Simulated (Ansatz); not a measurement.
in.yaml

```yaml
crystal:
  periodic: [false, false, false]
  atoms:
    - {symbol: H, position_ang: [0.000000, 0.000000, -0.976333]}
    - {symbol: H, position_ang: [0.000000, 0.000000, -0.283333]}
    - {symbol: O, position_ang: [0.000000, 0.000000, 1.259667]}
basis:
  gaussian: {orbitals: def2-mTZVP}
magnetization: {spin_polarized: true, initial_magnetization: 2}
hamiltonian: {xc: {name: PBE0}}
correlation: {method: ccsdt_q, electrons: all}
output: {forces: true}
```

```sh
$ ansatz run in.yaml --threads 1 --pin off --events-out ev --progress --plain --max-ram 2393MiB
```

Log:

```
435 factors; integrals over basis functions are off by at most 1.4e-7 eV
mean field evaluation 1: about -2072.5347 eV, gradient 7.0e0 eV
mean field evaluation 2: about -2072.5268 eV, gradient 7.0e0 eV
mean field evaluation 4: about -2072.7310 eV, gradient 1.2e0 eV
mean field evaluation 8: about -2072.7375 eV, gradient 8.6e-3 eV
mean field evaluation 16: about -2072.6497 eV, gradient 9.9e-1 eV
mean field -2072.73748056 eV, -76.1716974587 hartree, gradient 8.9e-6 eV, S^2 2.006351; 2 other end points of the search recorded, 0 dependent functions left out
reference -2065.55122781 eV, -75.9076075409 hartree; 6, 4 occupied and 24, 26 virtual orbitals, 435 factors
second order -4.38461377 eV of doubles, -0.18163155 eV of singles
cycle   1  -4.87532403 eV  change   -3.1e-1 eV  update   4.5e-2
cycle   2  -5.05344158 eV  change   -1.8e-1 eV  update   1.9e-2
cycle   3  -5.12627329 eV  change   -7.3e-2 eV  update   8.2e-3
cycle   4  -5.12382948 eV  change    2.4e-3 eV  update   3.0e-3
cycle   5  -5.12496664 eV  change   -1.1e-3 eV  update   1.3e-3
cycle   6  -5.12647716 eV  change   -1.5e-3 eV  update   6.2e-4
cycle   7  -5.12634083 eV  change    1.4e-4 eV  update   2.3e-4
cycle   8  -5.12622448 eV  change    1.2e-4 eV  update   1.1e-4
cycle   9  -5.12621989 eV  change    4.6e-6 eV  update   4.7e-5
cycle  10  -5.12620156 eV  change    1.8e-5 eV  update   2.3e-5
cycle  11  -5.12621849 eV  change   -1.7e-5 eV  update   1.1e-5
cycle  12  -5.12621379 eV  change    4.7e-6 eV  update   3.9e-6
cycle  13  -5.12621390 eV  change   -1.2e-7 eV  update   1.7e-6
cycle  14  -5.12621332 eV  change    5.9e-7 eV  update   7.4e-7
cycle  15  -5.12621357 eV  change   -2.6e-7 eV  update   3.0e-7
cycle  16  -5.12621375 eV  change   -1.7e-7 eV  update   1.4e-7
perturbative correction -0.00337584 eV, -0.0001240598 hartree
the calculation of the forces begins
Total energy: -2070.68081739 eV, -76.0961164813 hartree
Atom 0 at     0.000000     0.000000    -0.976333 Å, force    -0.000000     0.000000    -2.832576 eV/Å
Atom 1 at     0.000000     0.000000    -0.283333 Å, force     0.000000     0.000000     1.453768 eV/Å
Atom 2 at     0.000000     0.000000     1.259667 Å, force    -0.000000     0.000000     1.378808 eV/Å
Dipole moment:     0.000000     0.000000    -0.051087 e Å
```

Forces (eV/Å):
```
H    0.000  0.000 -2.833
H    0.000  0.000  1.454
O    0.000  0.000  1.379
```

Ran on 1 thread of Arm Neoverse V2, shared host: 62 s wall, 0.9 GiB peak host memory.
